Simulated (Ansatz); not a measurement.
How far each method lies from RCCSDTQ for CO$_{2}$, singlet

Geometry: MP2(full)/6-31G*, from the G2/97 set.

```xyz
3

C     0.0000    0.0000    0.0000
O     0.0000    0.0000   -1.1787
O     0.0000    0.0000    1.1787
```

Basis cc-pVDZ; Ansatz 0.2.0. Correlated methods freeze the noble-gas cores, which leaves 16 electrons in 39 orbitals. R marks a restricted (for open shells ROHF) determinant. Active spaces: valence = (16e, 12o) chosen from the atoms' valence shells.

Full CI isn't at hand for all of this; RCCSDTQ serves as the reference, and is uncertain by about the last step of the cluster series.

- UHF ⟨S²⟩: 0.000
- T1 diagnostic (RCCSD): 0.0200
- largest doubles amplitude (RCCSD): 0.070

```json
{"level": "RMP2", "E − E(RHF) (eV)": "-13.2582"}
{"level": "RCCSD", "E − E(RHF) (eV)": "-13.1428"}
{"level": "RCCSD(T)", "E − E(RHF) (eV)": "-13.6568"}
```

Question: Estimate how far RCCSDTQ in cc-pVDZ lies from RCCSD(T). The table doesn't fix it; the size of (T) and the diagnostics are the guide.

Answer: RCCSDTQ in cc-pVDZ lies 1.33 kcal/mol below RCCSD(T), which is 11 % of the (T) step (-11.85 kcal/mol). T1 is raised, but (T) still catches most of what CCSD lacks. The miss exceeds 1 kcal/mol.

The other levels:

| level | E − E(RCCSDTQ) (kcal/mol) | share of correlation (%) | wall time |
| --- | --- | --- | --- |
| CISD | 41.96 | 86.73 | 2 s |
| BCCD(T) | 1.10 | 99.65 | 0.55 s |
| RCCSDT | 1.17 | 99.63 | – |
| CISDTQ | 3.80 | 98.80 | 7.9 min (H100) |
| RCCSDT(Q) | -0.22 | 100.07 | 9.5 s |
| CASSCF (valence space) | 201.65 | 36.24 | – |
| NEVPT2 (valence space) | 30.24 | 90.44 | 13 s |
| MRCISD (valence space) | 14.29 | 95.48 | – |
| MRCISD+Q (valence space) | 1.20 | 99.62 | 22 s (H100) |

The correlation energy at RCCSDTQ, counted from RHF, is -13.714 eV. That run took 19 s on 5 threads of AMD EPYC 7R13 with a whole H100 80 GB, shared host.

Times hold each run's SCF and search for its determinant on a shared host, so for small cases they say little of a method's own cost; rows without a card ran on 1 thread of AMD EPYC 7R13.

Natural occupations of CASSCF (valence space) about the gap: 1.977 1.977 1.973 1.959 1.959 0.064 0.064 0.035 0.015; effectively unpaired electrons, Σ n²(2−n)², 0.06.

Atomization energy (electronic, same basis, no zero-point term; atoms at the same level, unrestricted beside the R rows where the molecule is a closed shell, with restricted open-shell steps beyond CCSDT(Q)) at RCCSDTQ: 1494.8 kJ/mol. Errors of other levels:

| level | error (kJ/mol) |
| --- | --- |
| RHF | -509.1 |
| RMP2 | 98.8 |
| CISD | -156.1 |
| RCCSD | -47.0 |
| RCCSD(T) | -3.7 |
| BCCD(T) | -2.4 |
| RCCSDT | -4.5 |
| CISDTQ | -15.3 |
| RCCSDT(Q) | 0.9 |
| CASSCF (valence space) | -43.1 |
| NEVPT2 (valence space) | 40.0 |
| MRCISD (valence space) | -42.2 |
| MRCISD+Q (valence space) | -10.9 |

This basis is far from its limit, so the value isn't to be set against a measured one. Truncated CI isn't size-consistent, which counts against it in atomization.
